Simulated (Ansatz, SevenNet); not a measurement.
For chalcopyrite AgInTe₂, the machine-learned potential SevenNet-0 (trained on PBE and PBE+U data) gives:

- lattice parameter a: 6.576 Å
- lattice parameter c: 13.029 Å

### Question
What does PBE-D3(BJ) (plane waves, PAW; Ansatz, a first-principles code) give for the same quantities?

### Answer

- lattice constant a: 6.469 Å (drops by 1.6 %)
- lattice parameter c: 12.797 Å (decreases by 1.8 %)

Changes are worked out from the printed values.

Unless a cell is named, each level is at its own relaxed cell (SevenNet-0 35.22, PBE-D3(BJ) 33.46 Å³/atom).

Ansatz's density-functional and Hartree–Fock values are scalar-relativistic unless marked +SOC, with PAW data made under PBE.
